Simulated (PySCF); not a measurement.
Relaxation of singlet PH₅

Computed with BP86 in PySCF with P def2-TZVP, H def2-TZVP; no relativity; density-fitted integrals. A (50,194) grid was used.

A hand-made square pyramidal start, of C4v symmetry, held to at least that symmetry:

Coordinates in bohr (charge 0 multiplicity 1):
```
P     0.0000    0.0000   -0.0127
H     0.0000    0.0000    2.6896
H     2.6433    0.0000   -0.5746
H     0.0000    2.6433   -0.5746
H    -2.6433    0.0000   -0.5746
H     0.0000   -2.6433   -0.5746
```

(1) What forces act on the atoms at the start (eV/Å)?

(2) What does it relax to?

(3) How much energy is released, and in how many steps?

## Answers

(1) 
```json
{"atom": "P1", "Fx": "0.00", "Fy": "0.00", "Fz": "0.14"}
{"atom": "H2", "Fx": "0.00", "Fy": "0.00", "Fz": "-0.41"}
{"atom": "H3", "Fx": "0.86", "Fy": "0.00", "Fz": "0.07"}
{"atom": "H4", "Fx": "0.00", "Fy": "0.86", "Fz": "0.07"}
{"atom": "H5", "Fx": "-0.86", "Fy": "0.00", "Fz": "0.07"}
{"atom": "H6", "Fx": "0.00", "Fy": "-0.86", "Fz": "0.07"}
```

(2) It ends at C4v with P–H 1.413 Å, P–H 1.473 Å (×4); H–P–H 88.4° (×4), H–P–H 99.6° (×4), H–P–H 160.7° (×2). A frequency run shows 1 imaginary mode, down to 217i cm⁻¹, so it is a saddle point.

(3) 9.8 kJ/mol in 3 steps.
